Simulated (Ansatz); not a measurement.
Predict the output of the script below (Ansatz 0.2.0, Python API).

`ch4mg_md.py`:
```python
# -*- coding: utf-8 -*-
import ansatz as az
import numpy as np

geometry_ang = [
    ("C", (-0.1539, -0.5819, -0.6031)),
    ("Mg", (0.3004, 0.8409, 0.9747)),
    ("H", (-0.7283, 0.017, -1.4548)),
    ("H", (-0.8186, -1.3023, -0.2286)),
    ("H", (0.7238, -1.0275, -1.0108)),
    ("H", (0.7186, 1.9899, 2.2764)),
]
geometry = az.Crystal.molecule()
for symbol, xyz in geometry_ang:
    geometry = geometry.atom(symbol, xyz)

setup = (
    geometry.calculation()
    .basis(gaussian="6-31G")
    .functional("hf")
    .md("nve", timestep=0.25, steps=20, temperature=300, initial_velocities="maxwell_boltzmann", seed=8)
)
frames = []
setup.session().plan().execute(on_event=lambda e: frames.append(e["data"]) if e["event"] == "md_step" else None)
print("t (fs)   E_pot (eV)      E_kin (eV)   T (K)   d(0-1) (A)")
for f in frames[::2]:
    xyz = np.array(f["positions_ang"])
    print(f"{f['time_fs']:6.2f} {f['lagrangian_ev']:14.5f} {f['e_kin_ev']:10.5f} {f['temperature_k']:8.1f} {np.linalg.norm(xyz[0] - xyz[1]):9.4f}")
kept = np.array([f["conserved_ev"] for f in frames])
print(f"conserved energy moves by at most {1000 * np.ptp(kept):.3f} meV")
```

Running `python ch4mg_md.py` prints:
```text
t (fs)   E_pot (eV)      E_kin (eV)   T (K)   d(0-1) (A)
  0.00    -6523.38031    0.15511    300.0    2.1726
  0.50    -6523.36775    0.14260    275.8    2.1740
  1.00    -6523.37490    0.14971    289.6    2.1750
  1.50    -6523.39928    0.17396    336.5    2.1758
  2.00    -6523.43290    0.20738    401.1    2.1763
  2.50    -6523.46336    0.23760    459.5    2.1765
  3.00    -6523.47656    0.25061    484.7    2.1765
  3.50    -6523.46137    0.23536    455.2    2.1762
  4.00    -6523.41566    0.18981    367.1    2.1757
  4.50    -6523.35121    0.12575    243.2    2.1749
  5.00    -6523.29276    0.06773    131.0    2.1740
conserved energy moves by at most 0.993 meV
```

These settings explore the input space; basis and method may be short of convergence. The trajectory is only some femtoseconds long, so its temperature is not equilibrated; where the script doesn't relax first, it starts from a rough generated geometry. The temperature counts the internal degrees of freedom alone. Finished in 4.9 s on 1 thread of Intel(R) Xeon(R) 6975P-C (Granite Rapids), with other jobs on the host, peak memory 0.15 GiB.

(A comment or docstring line of the script was reworded after the run, the code is as it ran; lines on the test bed's own set-up are left out of the output.)
